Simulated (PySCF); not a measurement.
`[H]/N=C\SC`. Level of theory: PBE0-D3(BJ)/def2-SVP geometry optimisation, gas phase in PySCF 2.14.0.

```
atom  x, y, z in Å
C1    -1.2357    0.0697    0.0932
S2    -0.0838   -1.2430   -0.3443
C3     1.4621   -0.4044   -0.2156
N4     1.7366    0.7904    0.0940
H5    -2.2407   -0.3692    0.0469
H6    -1.0582    0.4348    1.1158
H7    -1.1832    0.9044   -0.6217
H8     2.2832   -1.0987   -0.4580
H9     0.9012    1.3463    0.2984
```

Task: How far are the heavy atoms from their best plane (unweighted least squares)?

Result: 0.000 Å rms; none is more than 0.001 Å off.

Task: What are the angles S2–C1–H7, H5–C1–H7, C1–S2–C3, S2–C3–H8, N4–C3–H8, C3–N4–H9?

Result: From the scalar product of the two bond vectors; for S2–C1–H7 it is -0.7225 Å² over 1.8004 × 1.1003 Å², cos θ = -0.3647. S2–C1–H7 111.4°; H5–C1–H7 108.6°; C1–S2–C3 101.3°; S2–C3–H8 109.7°; N4–C3–H8 119.2°; C3–N4–H9 112.6°.

Task: Give the dihedral angles H7–C1–S2–C3, C1–S2–C3–H8, H6–C1–S2–C3, S2–C3–N4–H9, C1–S2–C3–N4.

Result: H7–C1–S2–C3 62° (synclinal); C1–S2–C3–H8 180° (antiperiplanar); H6–C1–S2–C3 -61° (synclinal); S2–C3–N4–H9 0° (synperiplanar); C1–S2–C3–N4 0° (synperiplanar). Dihedral signs follow IUPAC: positive where, seen along the central bond, the front bond turns clockwise onto the rear one.

Task: Where is the centre of mass (commonest isotopes), and what is the radius of gyration?

Result: Mass 75.014 u; centre at (0.307, -0.419, -0.144) Å; Rg = √(Σ m r²/M) = 1.410 Å. As Ia + Ib + Ic = 2 Σ m r², the three principal moments sum to 298.3 u·Å².

Task: Write the matrix of distances between heavy atoms (Å, lower triangle).

Result: 
```
C1    0.000
S2    1.800  0.000
C3    2.756  1.763  0.000
N4    3.058  2.764  1.264  0.000
```

The point group is Cs within 0.08 Å; differences among equivalent distances and angles are scatter left by the optimiser. Not checked by PBE0-D3(BJ)/def2-SVP frequencies. The numbers are those of one conformer.

On x86-64 server, one thread, on a shared host, this took 5.8 s. That covers the optimisation of the geometry.
